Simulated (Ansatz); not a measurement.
Rutile TiO2, treated with r²SCAN in Ansatz (PAW).

Settings: plane-wave cutoff 600 eV, 6×6×8 k mesh (along the axes of the cell as run), no spin polarisation, scalar-relativistic PAW data made under PBE.

Cell (relaxed at this level):

```
TiO2
1.0
    4.59658     0.00000     0.00000
    0.00000     4.59658     0.00000
    0.00000     0.00000     2.95365
Ti O
2 4
Cartesian
  0.00000   0.00000   0.00000
  2.29829   2.29829   1.47683
  1.40017   1.40017   0.00000
  3.69846   0.89812   1.47683
  0.89812   3.69846   1.47683
  3.19641   3.19641   0.00000
```

Give the computed Poisson ratio, elastic constant C11, elastic constant C44, elastic constant C12, elastic constant C33, elastic constant C13 and elastic constant C66.


- Poisson ratio = 0.282
- elastic constant C11 = 291 GPa
- elastic constant C44 = 128 GPa
- elastic constant C12 = 198 GPa
- elastic constant C33 = 517 GPa
- elastic constant C13 = 165 GPa
- elastic constant C66 = 236 GPa

Measured, for comparison: elastic constant C11 268 GPa, elastic constant C44 124 GPa, elastic constant C12 175 GPa, elastic constant C33 484 GPa, elastic constant C13 147 GPa, elastic constant C66 190 GPa (room temperature, no zero-point or thermal correction; as tabulated in Elasticity of TiO2 rutile to 1800 K). Computed (rounded) less measured: elastic constant C11 +9 %, elastic constant C44 +3 %, elastic constant C12 +13 %, elastic constant C33 +7 %, elastic constant C13 +12 %, elastic constant C66 +24 %. A static lattice is as a rule a little smaller and stiffer than an uncorrected measurement, which narrows the difference in the elastic constant C11, elastic constant C44, elastic constant C33 and would widen misses of the other sign.

Elastic constants are with the ions relaxed.

The result took very roughly 18 core-minutes.

Ansatz is a quantum-chemistry and plane-wave program.
